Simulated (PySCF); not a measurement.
Species: C₄H₁₂NP.
Bonds: C1–N2, N2–C3, N2–P4, P4–C5, P4–C6. Hydrogens: H7, H8, H9 on C1; H10, H11, H12 on C3; H13, H14, H15 on C5; H16, H17, H18 on C6.

Torsions of this conformer, `[CH3:1][N:2]([CH3:3])[P:4]([CH3:5])[CH3:6]`: C1–N2–P4–C5 -65°.

The closed-shell ground state was solved at several levels (PySCF, density fitting, gas phase, non-relativistic). The structure is a single PBE0-D3(BJ)/def2-SVP conformer in the gas phase; no vibrational or solvent corrections.

| level | basis functions | total energy (Eh) | HOMO (eV) | LUMO (eV) | gap (eV) | dipole (D) |
| --- | --- | --- | --- | --- | --- | --- |
| BP86/pcSseg-1 | 169 | -555.7396 | -4.46 | 0.20 | 4.66 | 0.75 |
| PBE/pcSseg-1 | 169 | -555.2485 | -4.36 | 0.28 | 4.64 | 0.75 |
| BLYP/pcSseg-1 | 169 | -555.5763 | -4.25 | 0.43 | 4.68 | 0.66 |
| LDA/pcSseg-1 | 169 | -552.4861 | -4.45 | 0.06 | 4.51 | 0.77 |
| HF/pcSseg-1 | 169 | -553.5701 | -8.35 | 4.31 | 12.66 | 0.61 |

Q: Estimate the row for OPBE/pcSseg-1, a basis of 169 functions; the other rows only guide the guess.

A: Total energy -555.5741 Eh, HOMO -4.32 eV, LUMO 0.45 eV, gap 4.77 eV, dipole 0.79 D.

Q: Over all these levels, which gives the widest orbital gap and which the narrowest?

A: HF/pcSseg-1 (Hartree–Fock, all exact exchange) has the widest, 12.66 eV, and LDA/pcSseg-1 (LDA) the narrowest, 4.51 eV. From the narrowest to the widest the HOMO moves by -3.90 eV and the LUMO by +4.25 eV.

Q: How far do the dipole and the HOMO energy spread over the levels?

A: The dipole runs from 0.61 to 0.79 D (mean 0.72 D) and the HOMO from -8.35 to -4.25 eV.
